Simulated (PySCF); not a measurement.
**Spin–spin coupling constants**

Molfile (atoms numbered from 1):
```
CHO
     RDKit          3D

  3  2  0  0  0  0  0  0  0  0999 V2000
    0.0099   -0.0017   -0.0084 C   0  0  0  0  0  0  0  0  0  0  0  0
    1.1141   -0.0135   -0.0217 O   0  0  0  0  0  0  0  0  0  0  0  0
   -1.1010    0.0101    0.0050 H   0  0  0  0  0  0  0  0  0  0  0  0
  1  2  3  0
  1  3  1  0
M  CHG  1   2   1
M  END
```

Method: B3LYP/pcJ-1//PBE0-D3(BJ)/def2-SVP, PySCF 2.14; isolated molecule, single conformer, non-relativistic. Couplings are averaged over pairs made equivalent by symmetry, fast rotation or ring inversion, so a value needn't be that of the named pair in this geometry, while other rotamers aren't included; one pair stands for each set, and the list holds those of at least 0.8 Hz over up to four bonds.

Isotopes: ¹³C, ¹H, ¹⁷O. Couplings to quadrupolar nuclei such as 17O and 33S are rarely resolved in practice.

```tsv
pair	bonds	J (Hz)
C1, O2	1	?
C1, H3	1	397.5
O2, H3	2	?
```

Problem. Estimate the withheld couplings, with signs.

Solution. 
- ¹J(C1,O2) = -6.3 Hz (bond length 1.104 Å)
- ²J(O2,H3) = -11.4 Hz (angle at C1 180°)
